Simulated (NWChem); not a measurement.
Program: NWChem. System: H2N, charge 0, spin multiplicity 2, at a geometry optimised with UB3LYP/def2-SVP. The structure started from a generated list of species. Its SCF solution wasn't tested for a lower state. Level: UHF/def2-QZVP.

NWChem printed:

```
             Northwest Computational Chemistry Package (NWChem) 7.3.0
             --------------------------------------------------------

                                NWChem Input Module
                                -------------------

 Scaling coordinates for geometry "geometry" by  1.889725989
 (inverse scale =  0.529177249)

 Turning off AUTOSYM since
 SYMMETRY directive was detected!

                             Geometry "geometry" -> ""
                             -------------------------

 Output coordinates in angstroms (scale by  1.889725989 to convert to a.u.)

  No.       Tag          Charge          X              Y              Z
 ---- ---------------- ---------- -------------- -------------- --------------
    1 N                    7.0000     0.00000000     0.00000000    -0.14631000
    2 H                    1.0000     0.80165900     0.00000000     0.51208500
    3 H                    1.0000    -0.80165900     0.00000000     0.51208500

 Effective nuclear repulsion energy (a.u.)       7.4716359331

            Nuclear Dipole moment (a.u.)
            ----------------------------
        X                 Y               Z
 ---------------- ---------------- ----------------
     0.0000000000     0.0000000000     0.0000000000

      Symmetry information
      --------------------

 Group name             C2v
 Group number             16
 Group order               4
 No. of unique centers     2

      Symmetry unique atoms

     1    2


 Summary of "ao basis" -> "" (spherical)
 ------------------------------------------------------------------------------
       Tag                 Description            Shells   Functions and Types
 ---------------- ------------------------------  ------  ---------------------
 *                         def2-qzvp                  on all atoms

 Summary of "ao basis" -> "ao basis" (spherical)
 ------------------------------------------------------------------------------
       Tag                 Description            Shells   Functions and Types
 ---------------- ------------------------------  ------  ---------------------
 N                         def2-qzvp                17       57   7s4p3d2f1g
 H                         def2-qzvp                10       30   4s3p2d1f

                                 NWChem SCF Module
                                 -----------------

  ao basis        = "ao basis"
  functions       =   117
  atoms           =     3
[...]
 Vector    6  Occ=0.000000D+00  E= 1.089896D-01  Symmetry=a1
              MO Center=  2.5D-16,  2.2D-16,  7.5D-01, r^2= 5.4D+00
   Bfn.  Coefficient  Atom+Function         Bfn.  Coefficient  Atom+Function
  ----- ------------  ---------------      ----- ------------  ---------------
     7      2.195297  1 N  s                 61     -1.207786  2 H  s
    91     -1.207786  3 H  s                 19      0.457650  1 N  pz
    16      0.340493  1 N  pz                60     -0.254704  2 H  s
    90     -0.254704  3 H  s

 Vector    7  Occ=0.000000D+00  E= 1.554166D-01  Symmetry=b1
              MO Center=  9.5D-16, -8.6D-29,  1.0D+00, r^2= 6.5D+00
   Bfn.  Coefficient  Atom+Function         Bfn.  Coefficient  Atom+Function
  ----- ------------  ---------------      ----- ------------  ---------------
    61      2.681709  2 H  s                 91     -2.681709  3 H  s
    60     -1.272379  2 H  s                 90      1.272379  3 H  s
    17     -0.994760  1 N  px                14      0.951793  1 N  px
    33     -0.329481  1 N  d  1              68      0.260072  2 H  px
    98      0.260072  3 H  px                70      0.235152  2 H  pz

 center of mass
 --------------
 x =   0.00000000 y =   0.00000000 z =  -0.11992874

 moments of inertia (a.u.)
 ------------------
           2.727603834037           0.000000000000           0.000000000000
           0.000000000000           7.353460157486           0.000000000000
           0.000000000000           0.000000000000           4.625856323448

  Mulliken analysis of the total density
  --------------------------------------

    Atom       Charge   Shell Charges
 -----------   ------   -------------------------------------------------------
    1 N    7     7.31   1.06  0.00  0.69  0.22  0.43  0.98  0.38  0.87  1.24  1.06  0.34  0.00  0.01  0.02  0.00  0.00  0.00
    2 H    1     0.85   0.12  0.34  0.30  0.02  0.00  0.02  0.03  0.00  0.01  0.00
    3 H    1     0.85   0.12  0.34  0.30  0.02  0.00  0.02  0.03  0.00  0.01  0.00

  Mulliken analysis of the alpha density
  --------------------------------------

    Atom       Charge   Shell Charges
 -----------   ------   -------------------------------------------------------
    1 N    7     4.23   0.53  0.00  0.34  0.11  0.23  0.52  0.20  0.57  0.80  0.70  0.21  0.00  0.01  0.01  0.00 -0.00  0.00
    2 H    1     0.39   0.06  0.16  0.13  0.01  0.00  0.01  0.02  0.00  0.00  0.00
    3 H    1     0.39   0.06  0.16  0.13  0.01  0.00  0.01  0.02  0.00  0.00  0.00

   Mulliken analysis of the beta density
   -------------------------------------

    Atom       Charge   Shell Charges
 -----------   ------   -------------------------------------------------------
    1 N    7     3.08   0.53  0.00  0.34  0.11  0.21  0.46  0.18  0.30  0.44  0.36  0.13  0.00  0.01  0.01  0.00  0.00  0.00
    2 H    1     0.46   0.06  0.19  0.17  0.01  0.00  0.01  0.01  0.00  0.00  0.00
    3 H    1     0.46   0.06  0.19  0.17  0.01  0.00  0.01  0.01  0.00  0.00  0.00

   Mulliken analysis of the spin density
   -------------------------------------

    Atom       Charge   Shell Charges
 -----------   ------   -------------------------------------------------------
    1 N    7     1.15   0.00  0.00 -0.00 -0.00  0.02  0.06  0.02  0.27  0.37  0.34  0.08 -0.00 -0.00  0.00 -0.00 -0.00 -0.00
    2 H    1    -0.07  -0.01 -0.03 -0.04 -0.00  0.00  0.00  0.00  0.00  0.00  0.00
    3 H    1    -0.07  -0.01 -0.03 -0.04 -0.00  0.00  0.00  0.00  0.00  0.00  0.00

       Multipole analysis of the density wrt the origin
       ------------------------------------------------

     L   x y z        total         alpha         beta         nuclear
     -   - - -        -----         -----         ----         -------
     0   0 0 0     -0.000000     -5.000000     -4.000000      9.000000

     1   1 0 0      0.000000      0.000000      0.000000      0.000000
     1   0 1 0     -0.000000     -0.000000     -0.000000      0.000000
     1   0 0 1      0.761537      0.502804      0.258733      0.000000

     2   2 0 0     -4.117196     -4.468262     -4.238874      4.589940
     2   1 1 0      0.000000      0.000000      0.000000      0.000000
     2   1 0 1     -0.000000     -0.000000     -0.000000      0.000000
     2   0 2 0     -5.288338     -3.493122     -1.795216      0.000000
     2   0 1 1      0.000000      0.000000      0.000000      0.000000
     2   0 0 2     -5.613239     -4.155246     -3.865991      2.407999

 Task  times  cpu:        2.2s     wall:        2.2s

 Total times  cpu:        2.2s     wall:        2.2s
```

Task: Write an NWChem input that would produce this output.

Result: This is not unique; one that fits is 
```
start mol
memory heap 200 mb stack 900 mb global 1100 mb
geometry units angstroms nocenter noautoz
  N      0.000000     0.000000    -0.146310
  H      0.801659     0.000000     0.512085
  H     -0.801659     0.000000     0.512085
  symmetry group C2v
end
basis spherical
  * library def2-qzvp
end
scf
  uhf
  nopen 1
  maxiter 100
  thresh 1e-7
  semidirect memsize 60000000 filesize 0
  # guess.movecs holds the orbitals of an unrestricted PBE0 run
  vectors input guess.movecs output mol.movecs
end
task scf energy
```
